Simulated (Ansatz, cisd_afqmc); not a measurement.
System: N₂O, charge 0, singlet. N2O (nitrous oxide, SMILES N#[N+][O-]).
NHTBH set geometry:
```xyz
3

N      0.0000     0.0000    -1.1957
N      0.0000     0.0000    -0.0751
O      0.0000     0.0000     1.1119
```

Total energies in aug-cc-pVDZ, 16 correlated electrons, 3 frozen orbitals. Radicals and triplets start from unrestricted determinants; spin-orbit coupling is neglected. Cores are frozen in correlated methods. No relativity. AFQMC is phaseless with a CISD trial state; ± is one standard error, without the phaseless bias. Outlying blocks are dropped, and bars are widened where a walk drifts. Over all cases where full CI ran beside it in this data, AFQMC minus full CI had a median of +0.1 mEh and passed +0.4 mEh in a tenth of the cases.

```json
[
 {"method": "HF", "program": "Ansatz", "energy (Eh)": "-183.71057", "minus CCSDT(Q) (mEh)": "561.27"},
 {"method": "MP2", "program": "Ansatz", "energy (Eh)": "-184.25482", "minus CCSDT(Q) (mEh)": "17.02"},
 {"method": "CCSD", "program": "Ansatz", "energy (Eh)": "-184.24203", "minus CCSDT(Q) (mEh)": "29.81"},
 {"method": "CCSD(T)", "program": "Ansatz", "energy (Eh)": "-184.26867", "minus CCSDT(Q) (mEh)": "3.17"},
 {"method": "CCSDT(Q)", "program": "Ansatz", "energy (Eh)": "-184.27184", "minus CCSDT(Q) (mEh)": "0.00"},
 {"method": "AFQMC/CISD", "program": "cisd_afqmc", "energy (Eh)": "-184.2711 ± 0.0004", "minus CCSDT(Q) (mEh)": "0.7 ± 0.4"}
]
```

Rough core times of Ansatz's runs on a shared machine: CCSD(T) under 20 s, CCSDT(Q) 2 min.

Ansatz is an electronic-structure program.
